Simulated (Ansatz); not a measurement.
`B[SiH2]F` and `F[SiH2][SiH3]` differ in one atom or group.

Ansatz, PBE0-D4/def2-TZVP geometries, multiplicity 1. 

| property | `B[SiH2]F` |
| --- | --- |
| zero-point energy (PBE0-D4/def2-TZVP) / kJ/mol | 102.9 |
| HOMO energy (B3LYP/def2-TZVPP) / eV | -8.34 |
| size of the dipole moment (PBE/def2-TZVPP) / D | 1.30 |
| LUMO energy (ωB97M-V/def2-TZVPP) / eV | -0.71 |
| size of the dipole moment (B3LYP/def2-TZVPP) / D | 1.42 |
| size of the dipole moment (ωB97M-V/def2-TZVPP) / D | 1.41 |

Q: Give the same properties after the change, and the shifts. (An estimate is asked.)

A: Computed: 
```tsv
property	`F[SiH2][SiH3]`	shift
zero-point energy (PBE0-D4/def2-TZVP) / kJ/mol	116.3	13.4
HOMO energy (B3LYP/def2-TZVPP) / eV	-8.21	0.13
size of the dipole moment (PBE/def2-TZVPP) / D	1.14	-0.16
LUMO energy (ωB97M-V/def2-TZVPP) / eV	1.13	1.84
size of the dipole moment (B3LYP/def2-TZVPP) / D	1.24	-0.18
size of the dipole moment (ωB97M-V/def2-TZVPP) / D	1.21	-0.20
```

With PBE0 the HOMO rises by 0.11 eV and the LUMO rises by 2.05 eV, so the gap widens by about 1.94 eV. PBE moves the HOMO by 0.01 eV and ωB97M-V by 0.25 eV. The zero-point energy changes by 13.4 kJ/mol with +3 modes. Dipoles are sizes alone; their direction can turn.

B3LYP here is the variant with VWN-RPA as its local correlation; programs differ in this.
